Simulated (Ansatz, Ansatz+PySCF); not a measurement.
**Stretching triplet O2**

The O–O distance is varied.

Basis set: STO-3G (spherical functions). Left uncorrelated: 2 orbitals. Charge 0, multiplicity 3.

Computed with Ansatz (development build ahead of 0.2.0), each point on the determinant that the search for low states chose. Each curve is measured from its own lowest point listed.

```csv
r(O–O) (Å),ROHF (eV),UHF-MP2 (eV),UHF-CCSD (eV)
1.069,2.051,2.426,3.068
1.129,0.735,0.779,1.408
1.188,0.185,0.000,0.486
1.248,0.000,0.244,0.066
1.307,0.010,0.510,0.000
1.426,0.489,1.203,0.522
1.485,0.902,1.627,0.969
1.545,1.398,2.509,1.375
1.604,1.952,3.150,1.795
1.664,2.544,3.539,2.237
1.723,3.156,3.776,2.678
2.079,4.276,4.149,3.845
2.198,4.390,4.176,3.892
2.436,4.535,4.209,3.925
2.555,4.576,4.219,3.932
2.674,4.602,4.225,3.937
2.792,4.620,4.228,3.939
2.911,4.631,4.228,3.939
```

(1) Give the PBE0 (unrestricted) curve at the same distances.

## Answers

(1) r (Å), E (eV) and a bar:
```
    1.069      2.795 #############
    1.129      1.193 #####
    1.188      0.335 ##
    1.248      0.000
    1.307      0.033
    1.426      0.802 ####
    1.485      1.401 ######
    1.545      2.077 ##########
    1.604      2.750 #############
    1.664      3.373 ################
    1.723      3.955 ##################
    2.079      5.950 ###########################
    2.198      6.180 ############################
    2.436      6.411 ##############################
    2.555      6.462 ##############################
    2.674      6.489 ##############################
    2.792      6.508 ##############################
    2.911      6.519 ##############################
```

Caution for ROHF at some points, UHF-MP2 at some points, UHF-CCSD at some points: the determinant may break the point group. Caution for ROHF at some points: an unrestricted determinant lies well below. Caution for UHF-MP2 at some points: another reference gives a lower total. Caution for UHF-MP2 at some points, UHF-CCSD at some points: large amplitudes, a single reference is doubtful. Caution for UHF-MP2 at some points, UHF-CCSD at some points, PBE0 (unrestricted) at some points: the unrestricted determinant is a mixture of spin states. Caution for UHF-CCSD at some points: the program doubts this total; very large amplitudes, the method is breaking down; the amplitudes may be one of several solutions.
